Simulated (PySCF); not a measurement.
PySCF job for Si(Cl)4 cation (Cl₄Si), SMILES [Si](Cl)(Cl)(Cl)Cl (connectivity only; charge and spin as stated), charge +1, multiplicity 2, PBE/pcH-1. Geometry optimised at PBE-D3(BJ)/def2-SVP. The spin state was assumed, not searched. The isomer is the one that the SMILES or the coordinates give; other isomers of the formula were not compared.

```python
import numpy as np
from pyscf import gto, scf, dft
from pyscf.prop.hfc import uks as hfc

mol = gto.M(
    atom='''
    Cl    1.21102739   -1.21102739    1.12792906
    Si    0.00000000    0.00000000    0.00000000
    Cl    1.21102739    1.21102739   -1.12792906
    Cl   -1.21102739   -1.21102738   -1.12792907
    Cl   -1.21102739    1.21102738    1.12792907
    ''',
    basis='pcH-1',
    charge=1,
    spin=1,
    max_memory=1600,
    verbose=3,
)
mf = dft.UKS(mol, xc='pbe').density_fit(auxbasis='def2-universal-jkfit')
mf.grids.level = 3
mf.conv_tol = 1e-10
mf.max_cycle = 100
mf.kernel()
fine, coarse = mf.grids, dft.Grids(mol).set(level=1).build(with_non0tab=True)
for _ in range(3):  # follow internal instabilities
    mf.grids = coarse
    mo, _, stable, _ = mf.stability(return_status=True, nroots=4)
    mf.grids = fine
    if stable:
        break
    mf.kernel(mf.make_rdm1(mo, mf.mo_occ))
A = hfc.HFC(mf).make_fcdip(mf.make_rdm1())  # Fermi contact and dipolar terms, MHz
print('atom   A(iso)/MHz   principal dipolar parts/MHz')
for i, a in enumerate(A):
    w = np.linalg.eigvalsh((a + a.T) / 2)
    print(f'{mol.atom_symbol(i):2s}{i + 1:3d} {w.mean():12.2f}', (w - w.mean()).round(2))
```

Log of the run:

```

WARN: HOMO -0.331145066588097 >= LUMO -0.331145066588095


WARN: HOMO -0.522404598081264 >= LUMO -0.522130355488326


WARN: HOMO -0.510827378674893 >= LUMO -0.510146334379806

SCF not converged.
SCF energy = -2129.14412959965 after 100 cycles  <S^2> = 0.7511725  2S+1 = 2.0011722
<class 'pyscf.df.df_jk.DFUKS'> wavefunction is stable in the internal stability analysis
atom   A(iso)/MHz   principal dipolar parts/MHz
Cl  1         1.02 [-45.53 -44.71  90.24]
Si  2        29.36 [-0.23  0.12  0.12]
Cl  3         1.02 [-45.53 -44.71  90.24]
Cl  4         1.02 [-45.57 -44.74  90.31]
Cl  5         1.02 [-45.57 -44.74  90.31]
```

The run did not converge; its last values are not results.
